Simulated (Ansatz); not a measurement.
# TO(Γ) frequency of zinc-blende GaN (metastable phase) at several levels of theory

No measured value is used here.

```json
[
 {"level (code)": "LDA (Ansatz)", "value (cm⁻¹)": "…", "cell (Å³/atom)": "11.05"},
 {"level (code)": "PBE (Ansatz)", "value (cm⁻¹)": "517", "cell (Å³/atom)": "11.76"},
 {"level (code)": "r²SCAN (Ansatz)", "value (cm⁻¹)": "546", "cell (Å³/atom)": "11.37"}
]
```

Task: What belongs in the gaps?

Result: 
- LDA (Ansatz, a first-principles code), value (cm⁻¹): 553

Each level is taken at its own relaxed cell. Cutoffs and k meshes differ between the levels. Ansatz's density-functional and Hartree–Fock values are scalar-relativistic unless marked +SOC, with PAW data made under PBE.
